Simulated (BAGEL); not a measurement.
# doublet C3H3FS+ at 5 levels

Wanted: a comparison of 5 runs (UHF/3-21G, ROHF/6-31G*, UHF/6-31G*, ROHF/cc-pVDZ, UHF/cc-pVDZ) of doublet C3H3FS+. 

The results are computed with BAGEL 1.2.2.

## 1. The system as given

The species is C3H3FS+ (8 atoms), meant as a doublet with charge +1. As SMILES of the parent species, `FCC1=CS1`. The coordinates come from a PBE0-D4/def2-TZVP relaxation. This is one conformer, not always the lowest. That shape belongs to the parent species and isn't relaxed for this state.

Bond lengths: F1–C2 1.376 Å, C2–C3 1.463 Å, C3–C4 1.276 Å, C3–S5 1.843 Å, C4–S5 1.821 Å, C2–H6 1.094 Å, C2–H7 1.096 Å, C4–H8 1.076 Å. Some angles: F1–C2–C3 111.1°, C2–C3–C4 152.7°, C2–C3–S5 138.1°, C4–C3–S5 68.7°, C3–C4–S5 70.5°, C3–S5–C4 40.7°, F1–C2–H6 108.7°, F1–C2–H7 108.0°, C3–C2–H6 109.8°, C3–C2–H7 109.6°.

## 2. A single-point energy at UHF/3-21G (density fitting with qzvpp-jkfit) (run 1)

input.json

```json
{ "bagel" : [

{
  "title" : "molecule",
  "basis" : "3-21g",
  "df_basis" : "qzvpp-jkfit",
  "angstrom" : "true",
  "geometry" : [
    { "atom" : "F", "xyz" : [      -0.195000,       1.657900,       1.248100 ] },
    { "atom" : "C", "xyz" : [       0.541600,       0.889100,       0.375800 ] },
    { "atom" : "C", "xyz" : [      -0.249000,      -0.228300,      -0.139300 ] },
    { "atom" : "C", "xyz" : [      -0.413600,      -1.457200,      -0.438900 ] },
    { "atom" : "S", "xyz" : [      -1.806800,      -0.481900,      -1.090600 ] },
    { "atom" : "H", "xyz" : [       1.422600,       0.509300,       0.902100 ] },
    { "atom" : "H", "xyz" : [       0.858000,       1.528900,      -0.455500 ] },
    { "atom" : "H", "xyz" : [      -0.065800,      -2.474800,      -0.457600 ] }
  ]
},

{ "title" : "uhf", "charge" : 1, "nopen" : 1 },

{ "title" : "print", "file" : "orbitals.molden", "orbitals" : "true" }

]}
```

The run is started by

```console
$ BAGEL_NUM_THREADS=1 BAGEL input.json > input.out
```

Standard output:

```text
* using 1 threads per process

  ===============================================================
  ===============================================================

  *** Geometry ***

  { "atom" : "F", "xyz" : [     -0.368497,      3.132977,      2.358567 ] },
  { "atom" : "C", "xyz" : [      1.023476,      1.680155,      0.710159 ] },
  { "atom" : "C", "xyz" : [     -0.470542,     -0.431424,     -0.263239 ] },
  { "atom" : "C", "xyz" : [     -0.781591,     -2.753709,     -0.829401 ] },
  { "atom" : "S", "xyz" : [     -3.414357,     -0.910659,     -2.060935 ] },
  { "atom" : "H", "xyz" : [      2.688324,      0.962438,      1.704722 ] },
  { "atom" : "H", "xyz" : [      1.621385,      2.889202,     -0.860770 ] },
  { "atom" : "H", "xyz" : [     -0.124344,     -4.676694,     -0.864739 ] },

  Number of auxiliary basis functions:      484

  Since a DF basis is specified, we compute 2- and 3-index integrals:
    o Being stored without compression. Storage requirement is 0.012 GB

  Number of basis functions:       55
  Number of electrons      :       46

    * METHOD: MOLECULE                             0.16

  *** Open-shell HF ***

  === Nuclear Repulsion ===
   199.7043805769

      * DIIS with orbital gradients will be used.

  === UHF iteration (3-21g) ===
      0       -608.63144112          0.03924163           0.08
      1       -608.73211913          0.02264634           0.08
      2       -608.75170158          0.01391619           0.08
      3       -608.76326059          0.00173961           0.08
      4       -608.76421754          0.00095198           0.08
      5       -608.76460253          0.00060522           0.08
      6       -608.76492811          0.00017514           0.08
      7       -608.76496485          0.00005064           0.08
      8       -608.76497069          0.00002393           0.08
      9       -608.76497383          0.00001317           0.08
     10       -608.76497551          0.00000785           0.08
     11       -608.76497656          0.00000674           0.08
     12       -608.76497748          0.00000453           0.08
     13       -608.76497785          0.00000328           0.08
     14       -608.76497792          0.00000263           0.08
     15       -608.76497800          0.00000235           0.08
     16       -608.76497807          0.00000201           0.08
     17       -608.76497819          0.00000144           0.08
     18       -608.76497822          0.00000072           0.08
     19       -608.76497823          0.00000047           0.08
     20       -608.76497823          0.00000036           0.08
     21       -608.76497824          0.00000029           0.08
     22       -608.76497824          0.00000025           0.08
     23       -608.76497824          0.00000019           0.08
     24       -608.76497824          0.00000016           0.08
     25       -608.76497824          0.00000009           0.08
     26       -608.76497824          0.00000005           0.08
     27       -608.76497824          0.00000003           0.08
     28       -608.76497824          0.00000001           0.08
     29       -608.76497824          0.00000001           0.08
    * SCF iteration converged.

    * S^2 (UHF) is 0.7612

    * Permanent dipole moment:
           (   -0.401400,     1.605234,     1.159287) a.u.

    * METHOD: UHF                                  2.48

    * METHOD: PRINT                                0.01

  ===============================================================
```

Run time: 2.8 s. Hardware: 1 thread of Arm Neoverse V2, shared host.

## 3. The energy at ROHF/6-31G(d) (density fitting with qzvpp-jkfit, spherical functions) (run 2)

input.json

```json
{ "bagel" : [

{
  "title" : "molecule",
  "basis" : "6-31gs.json",
  "df_basis" : "qzvpp-jkfit",
  "angstrom" : true,
  "geometry" : [
    { "atom" : "F", "xyz" : [   -0.195000,    1.657900,    1.248100 ] },
    { "atom" : "C", "xyz" : [    0.541600,    0.889100,    0.375800 ] },
    { "atom" : "C", "xyz" : [   -0.249000,   -0.228300,   -0.139300 ] },
    { "atom" : "C", "xyz" : [   -0.413600,   -1.457200,   -0.438900 ] },
    { "atom" : "S", "xyz" : [   -1.806800,   -0.481900,   -1.090600 ] },
    { "atom" : "H", "xyz" : [    1.422600,    0.509300,    0.902100 ] },
    { "atom" : "H", "xyz" : [    0.858000,    1.528900,   -0.455500 ] },
    { "atom" : "H", "xyz" : [   -0.065800,   -2.474800,   -0.457600 ] }
  ]
},
{
  "title" : "rohf",
  "charge" : 1,
  "nopen" : 1
},
{
  "title" : "print",
  "file" : "orbitals.molden",
  "orbitals" : true
}

]}
```

The basis set 6-31G* is read from a file made from the Basis Set Exchange's data (not shown).

The run is started by

```console
$ BAGEL_NUM_THREADS=1 BAGEL input.json > input.out
```

Standard output:

```text
* using 1 threads per process

  ===============================================================
  ===============================================================

  *** Geometry ***

  { "atom" : "F", "xyz" : [     -0.368497,      3.132977,      2.358567 ] },
  { "atom" : "C", "xyz" : [      1.023476,      1.680155,      0.710159 ] },
  { "atom" : "C", "xyz" : [     -0.470542,     -0.431424,     -0.263239 ] },
  { "atom" : "C", "xyz" : [     -0.781591,     -2.753709,     -0.829401 ] },
  { "atom" : "S", "xyz" : [     -3.414357,     -0.910659,     -2.060935 ] },
  { "atom" : "H", "xyz" : [      2.688324,      0.962438,      1.704722 ] },
  { "atom" : "H", "xyz" : [      1.621385,      2.889202,     -0.860770 ] },
  { "atom" : "H", "xyz" : [     -0.124344,     -4.676694,     -0.864739 ] },

  Number of auxiliary basis functions:      484

  Since a DF basis is specified, we compute 2- and 3-index integrals:
    o Being stored without compression. Storage requirement is 0.025 GB

  Number of basis functions:       80
  Number of electrons      :       46

    * METHOD: MOLECULE                             0.21

  *** Open-shell HF ***

  === Nuclear Repulsion ===
   199.7043805769

      * DIIS with orbital gradients will be used.

  === ROHF iteration (6-31gs.json) ===
      0       -611.76390383          0.03236274           0.13
      1       -611.87735509          0.01743351           0.12
      2       -611.90116910          0.01074049           0.12
      3       -611.91423899          0.00133712           0.13
      4       -611.91502203          0.00067760           0.12
      5       -611.91532848          0.00042477           0.12
      6       -611.91551902          0.00019366           0.13
      7       -611.91558663          0.00006381           0.13
      8       -611.91561550          0.00001913           0.13
      9       -611.91562239          0.00001117           0.13
     10       -611.91562311          0.00000518           0.13
     11       -611.91562347          0.00000279           0.13
     12       -611.91562357          0.00000185           0.13
     13       -611.91562363          0.00000101           0.13
     14       -611.91562362          0.00000052           0.13
     15       -611.91562363          0.00000026           0.13
     16       -611.91562362          0.00000014           0.13
     17       -611.91562363          0.00000008           0.13
     18       -611.91562363          0.00000004           0.13
     19       -611.91562363          0.00000002           0.13
     20       -611.91562363          0.00000001           0.13
    * SCF iteration converged.

    * S^2 (ROHF) is 0.7500

    * Permanent dipole moment:
           (   -0.349952,     1.560453,     1.085973) a.u.

    * METHOD: ROHF                                 2.80

    * METHOD: PRINT                                0.01

  ===============================================================
```

Run time: 3.3 s. Hardware: 1 thread of Arm Neoverse V2, shared host; peak memory 0.11 GiB.

Run 3 isn't shown in full; the table further down has it.

## 4. The energy at ROHF/cc-pVDZ (density fitting with qzvpp-jkfit) (run 4)

input.json

```json
{ "bagel" : [

{
  "title" : "molecule",
  "basis" : "cc-pvdz.json",
  "df_basis" : "qzvpp-jkfit",
  "angstrom" : "true",
  "geometry" : [
    { "atom" : "F", "xyz" : [      -0.195000,       1.657900,       1.248100 ] },
    { "atom" : "C", "xyz" : [       0.541600,       0.889100,       0.375800 ] },
    { "atom" : "C", "xyz" : [      -0.249000,      -0.228300,      -0.139300 ] },
    { "atom" : "C", "xyz" : [      -0.413600,      -1.457200,      -0.438900 ] },
    { "atom" : "S", "xyz" : [      -1.806800,      -0.481900,      -1.090600 ] },
    { "atom" : "H", "xyz" : [       1.422600,       0.509300,       0.902100 ] },
    { "atom" : "H", "xyz" : [       0.858000,       1.528900,      -0.455500 ] },
    { "atom" : "H", "xyz" : [      -0.065800,      -2.474800,      -0.457600 ] }
  ]
},

{
  "title" : "rohf",
  "charge" : 1,
  "nopen" : 1
},

{
  "title" : "print",
  "file" : "orbitals.molden",
  "orbitals" : "true"
}

]}
```

The basis set cc-pVDZ is read from a file made from the Basis Set Exchange's data (not shown).

The run is started by

```console
$ BAGEL_NUM_THREADS=1 BAGEL input.json > input.out
```

Standard output:

```text
* using 1 threads per process

  ===============================================================
  ===============================================================

  *** Geometry ***

  { "atom" : "F", "xyz" : [     -0.368497,      3.132977,      2.358567 ] },
  { "atom" : "C", "xyz" : [      1.023476,      1.680155,      0.710159 ] },
  { "atom" : "C", "xyz" : [     -0.470542,     -0.431424,     -0.263239 ] },
  { "atom" : "C", "xyz" : [     -0.781591,     -2.753709,     -0.829401 ] },
  { "atom" : "S", "xyz" : [     -3.414357,     -0.910659,     -2.060935 ] },
  { "atom" : "H", "xyz" : [      2.688324,      0.962438,      1.704722 ] },
  { "atom" : "H", "xyz" : [      1.621385,      2.889202,     -0.860770 ] },
  { "atom" : "H", "xyz" : [     -0.124344,     -4.676694,     -0.864739 ] },

  Number of auxiliary basis functions:      484

  Since a DF basis is specified, we compute 2- and 3-index integrals:
    o Being stored without compression. Storage requirement is 0.031 GB

  Number of basis functions:       89
  Number of electrons      :       46

    * METHOD: MOLECULE                             0.22

  *** Open-shell HF ***

  === Nuclear Repulsion ===
   199.7043805769

      * DIIS with orbital gradients will be used.

  === ROHF iteration (cc-pvdz.json) ===
      0       -611.79973586          0.02437058           0.15
      1       -611.91876586          0.01224401           0.15
      2       -611.94178261          0.00678534           0.15
      3       -611.95258847          0.00128086           0.15
      4       -611.95331633          0.00058834           0.15
      5       -611.95357648          0.00036672           0.15
      6       -611.95372733          0.00018290           0.15
      7       -611.95378480          0.00007265           0.15
      8       -611.95380814          0.00001964           0.15
      9       -611.95381685          0.00001147           0.15
     10       -611.95381780          0.00000523           0.15
     11       -611.95381789          0.00000285           0.15
     12       -611.95381811          0.00000196           0.15
     13       -611.95381813          0.00000097           0.15
     14       -611.95381813          0.00000050           0.15
     15       -611.95381815          0.00000024           0.15
     16       -611.95381814          0.00000014           0.15
     17       -611.95381814          0.00000007           0.15
     18       -611.95381814          0.00000003           0.15
     19       -611.95381814          0.00000002           0.15
     20       -611.95381814          0.00000001           0.15
    * SCF iteration converged.

    * S^2 (ROHF) is 0.7500

    * Permanent dipole moment:
           (   -0.398980,     1.555387,     1.068710) a.u.

    * METHOD: ROHF                                 3.31

    * METHOD: PRINT                                0.01

  ===============================================================
```

Wall time 3.9 s (1 thread of Arm Neoverse V2, shared host); peak memory 0.12 GiB.

## 5. The energy at UHF/cc-pVDZ (density fitting with qzvpp-jkfit) (run 5)

job.json

```json
{ "bagel" : [

{
  "title" : "molecule",
  "basis" : "cc-pvdz.json",
  "df_basis" : "qzvpp-jkfit",
  "angstrom" : true,
  "geometry" : [
    { "atom" : "F", "xyz" : [      -0.195000,       1.657900,       1.248100 ] },
    { "atom" : "C", "xyz" : [       0.541600,       0.889100,       0.375800 ] },
    { "atom" : "C", "xyz" : [      -0.249000,      -0.228300,      -0.139300 ] },
    { "atom" : "C", "xyz" : [      -0.413600,      -1.457200,      -0.438900 ] },
    { "atom" : "S", "xyz" : [      -1.806800,      -0.481900,      -1.090600 ] },
    { "atom" : "H", "xyz" : [       1.422600,       0.509300,       0.902100 ] },
    { "atom" : "H", "xyz" : [       0.858000,       1.528900,      -0.455500 ] },
    { "atom" : "H", "xyz" : [      -0.065800,      -2.474800,      -0.457600 ] }
  ]
},

{ "title" : "uhf", "charge" : 1, "nopen" : 1 },

{ "title" : "print", "file" : "orbitals.molden", "orbitals" : true }

]}
```

The basis set cc-pVDZ is read from a file made from the Basis Set Exchange's data (not shown).

The run is started by

```console
$ BAGEL_NUM_THREADS=1 BAGEL job.json > job.out
```

Standard output:

```text
* using 1 threads per process

  ===============================================================
  ===============================================================

  *** Geometry ***

  { "atom" : "F", "xyz" : [     -0.368497,      3.132977,      2.358567 ] },
  { "atom" : "C", "xyz" : [      1.023476,      1.680155,      0.710159 ] },
  { "atom" : "C", "xyz" : [     -0.470542,     -0.431424,     -0.263239 ] },
  { "atom" : "C", "xyz" : [     -0.781591,     -2.753709,     -0.829401 ] },
  { "atom" : "S", "xyz" : [     -3.414357,     -0.910659,     -2.060935 ] },
  { "atom" : "H", "xyz" : [      2.688324,      0.962438,      1.704722 ] },
  { "atom" : "H", "xyz" : [      1.621385,      2.889202,     -0.860770 ] },
  { "atom" : "H", "xyz" : [     -0.124344,     -4.676694,     -0.864739 ] },

  Number of auxiliary basis functions:      484

  Since a DF basis is specified, we compute 2- and 3-index integrals:
    o Being stored without compression. Storage requirement is 0.031 GB

  Number of basis functions:       89
  Number of electrons      :       46

    * METHOD: MOLECULE                             0.22

  *** Open-shell HF ***

  === Nuclear Repulsion ===
   199.7043805769

      * DIIS with orbital gradients will be used.

  === UHF iteration (cc-pvdz.json) ===
      0       -611.79973586          0.02437058           0.14
      1       -611.92298532          0.01223061           0.14
      2       -611.94661889          0.00676678           0.15
      3       -611.95740212          0.00126989           0.15
      4       -611.95822343          0.00058122           0.15
      5       -611.95847693          0.00036376           0.15
      6       -611.95866124          0.00019847           0.15
      7       -611.95872300          0.00008246           0.15
      8       -611.95873294          0.00002254           0.15
      9       -611.95873455          0.00001270           0.15
     10       -611.95873505          0.00000573           0.15
     11       -611.95873561          0.00000328           0.15
     12       -611.95873579          0.00000242           0.15
     13       -611.95873603          0.00000138           0.15
     14       -611.95873610          0.00000075           0.14
     15       -611.95873611          0.00000042           0.15
     16       -611.95873611          0.00000024           0.15
     17       -611.95873611          0.00000014           0.15
     18       -611.95873611          0.00000008           0.15
     19       -611.95873611          0.00000005           0.15
     20       -611.95873611          0.00000004           0.15
     21       -611.95873611          0.00000003           0.15
     22       -611.95873611          0.00000003           0.15
     23       -611.95873611          0.00000002           0.14
     24       -611.95873611          0.00000002           0.14
     25       -611.95873611          0.00000001           0.14
     26       -611.95873611          0.00000001           0.15
    * SCF iteration converged.

    * S^2 (UHF) is 0.7647

    * Permanent dipole moment:
           (   -0.393268,     1.557006,     1.072204) a.u.

    * METHOD: UHF                                  4.12

    * METHOD: PRINT                                0.01

  ===============================================================
```

Run time: 4.8 s. Hardware: 1 thread of Arm Neoverse V2, shared host; peak memory 0.12 GiB.

## 6. All runs side by side

```tsv
run	level	energy (Eh)	⟨S²⟩	wall time
1	UHF/3-21G (density fitting with qzvpp-jkfit)	-608.764978	0.761	2.8 s
2	ROHF/6-31G* (density fitting with qzvpp-jkfit, spherical functions)	-611.915624	0.750	3.3 s
3	UHF/6-31G* (density fitting with qzvpp-jkfit, spherical functions)	-611.920301	0.764	3.9 s
4	ROHF/cc-pVDZ (density fitting with qzvpp-jkfit)	-611.953818	0.750	3.9 s
5	UHF/cc-pVDZ (density fitting with qzvpp-jkfit)	-611.958736	0.765	4.8 s
```

## 7. Outcome

```
           quantity          value
run 5: total energy  -611.95874 Eh
        run 5: ⟨S²⟩          0.765
```

Over the runs the total energy spans 86.907 eV. All runs together took 19 s, the longest 4.8 s.
